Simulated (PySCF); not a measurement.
**Worked example: correlation energy of [H···H···SiH], doublet**

Geometry: a point of a hydrogen-transfer path between rigid fragments, not a stationary point.

```xyz
4

H    -2.6763    0.0479    0.0000
H    -1.9833    0.0479    0.0000
Si    0.1477    0.0479    0.0000
H     0.5441   -1.4316    0.0000
```

Basis 6-31G; PySCF 2.14.0. Correlated methods freeze the noble-gas cores, which leaves 7 electrons in 14 orbitals. R marks a restricted (for open shells ROHF) determinant, U an unrestricted one.

Full CI is exact within this basis and frozen core; it isn't the basis-set limit. The frozen core follows each run's orbitals, which can shift R against U totals by a few meV.

Restricted and unrestricted runs freeze slightly different cores, so the step to full CI, which has another core, is uncertain by up to 0.1 kcal/mol.

| level | total energy (hartree) |
| --- | --- |
| UHF | -290.508085 |
| UMP2 | -290.556700 |
| UCCSD | -290.578325 |
| UCCSD(T) | -290.578812 |
| UCCSDT | -290.578997 |
| full CI | -290.579039 |

Question: What is the correlation energy at full CI, and what share of it do UMP2 and UCCSD(T) recover?

Answer: E(corr) = -290.579039 − (-290.508085) = -0.070954 hartree = -1.931 eV. UMP2: -0.048615 / -0.070954 = 68.52 %. UCCSD(T): -0.070727 / -0.070954 = 99.68 %.

Question: By how many kcal/mol does UCCSD(T) miss full CI (1 hartree = 627.509 kcal/mol), and which steps make up the rest?

Answer: -290.578812 − (-290.579039) = 0.000227 hartree = 0.14 kcal/mol. Steps: UCCSDT − UCCSD(T) = -0.12, full CI − UCCSDT = -0.03 kcal/mol. That is within 1 kcal/mol of the reference in this basis, which itself misses far more of the correlation at the basis-set limit.
